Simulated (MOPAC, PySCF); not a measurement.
Dissociation curve of SMILES OC. The O2–H6 bond (O2 also carries C; H6 carries nothing else) is stretched with both fragments frozen at the PBE0/def2-TZVP optimised geometry.

- PM6, restricted, heats of formation (MOPAC)
- PM7, restricted, heats of formation (MOPAC)
- RKS-PBE = restricted PBE/cc-pVDZ (PySCF 2.14.0)
- UMP2 = MP2 on UHF/cc-pVDZ, 2 core orbitals frozen (PySCF)

Energies are in mEh, each relative to the lowest point of its own curve near equilibrium.

```json
[
 {"R / Å": "0.76", "PM6": "21.6", "PM7": "28.2", "RKS-PBE": "70.3", "UMP2": "67.9"},
 {"R / Å": "0.82", "PM6": "11.2", "PM7": "14.3", "RKS-PBE": "30.9", "UMP2": "28.8"},
 {"R / Å": "0.86", "PM6": "6.3", "PM7": "7.9", "RKS-PBE": "15.2", "UMP2": "13.6"},
 {"R / Å": "0.90", "PM6": "2.8", "PM7": "3.4", "RKS-PBE": "5.7", "UMP2": "4.7"},
 {"R / Å": "0.94", "PM6": "0.7", "PM7": "0.8", "RKS-PBE": "1.0", "UMP2": "0.6"},
 {"R / Å": "0.96", "PM6": "0.2", "PM7": "0.2", "RKS-PBE": "0.0", "UMP2": "0.0"},
 {"R / Å": "0.99", "PM6": "0.0", "PM7": "0.0", "RKS-PBE": "0.0", "UMP2": "0.6"},
 {"R / Å": "1.02", "PM6": "0.6", "PM7": "0.7", "RKS-PBE": "1.4", "UMP2": "2.6"},
 {"R / Å": "1.06", "PM6": "2.5", "PM7": "3.0", "RKS-PBE": "4.9", "UMP2": "7.1"},
 {"R / Å": "1.10", "PM6": "5.6", "PM7": "6.7", "RKS-PBE": "10.0", "UMP2": "13.1"},
 {"R / Å": "1.19", "PM6": "16.8", "PM7": "19.4", "RKS-PBE": "24.8", "UMP2": "30.2"},
 {"R / Å": "1.28", "PM6": "32.8", "PM7": "36.5", "RKS-PBE": "42.0", "UMP2": "49.8"},
 {"R / Å": "1.43", "PM6": "66.0", "PM7": "70.9", "RKS-PBE": "71.2", "UMP2": "106.2"},
 {"R / Å": "1.59", "PM6": "105.2", "PM7": "109.5", "RKS-PBE": "99.8", "UMP2": "142.7"},
 {"R / Å": "1.73", "PM6": "138.5", "PM7": "141.4", "RKS-PBE": "121.5", "UMP2": "157.0"},
 {"R / Å": "1.90", "PM6": "174.9", "PM7": "175.6", "RKS-PBE": "143.6", "UMP2": "165.0"},
 {"R / Å": "2.12", "PM6": "213.4", "PM7": "211.4", "RKS-PBE": "166.3", "UMP2": "169.2"},
 {"R / Å": "2.33", "PM6": "241.4", "PM7": "237.6", "RKS-PBE": "182.8", "UMP2": "170.7"},
 {"R / Å": "2.60", "PM6": "267.4", "PM7": "262.1", "RKS-PBE": "—", "UMP2": "171.4"},
 {"R / Å": "2.85", "PM6": "284.3", "PM7": "278.1", "RKS-PBE": "—", "UMP2": "171.7"},
 {"R / Å": "3.37", "PM6": "306.3", "PM7": "299.2", "RKS-PBE": "—", "UMP2": "172.1"}
]
```

At the longest distance, 3.37 Å, PM6 lies highest above its minimum (306.3 mEh) and UMP2 lowest (172.1 mEh).

A dash means that the run gave no value there, or that the column was ended at a point which the program doubted or which failed a test of continuity chosen for this set; such a test can also cut sound points.

The restricted form behind PM6, PM7, RKS-PBE keeps the bonding electrons paired and can't separate into open-shell fragments. The unrestricted determinant behind UMP2 is spin-contaminated at 1.43 to 3.37 Å (<S²> up to 1.0, against 0.00 for a pure singlet).
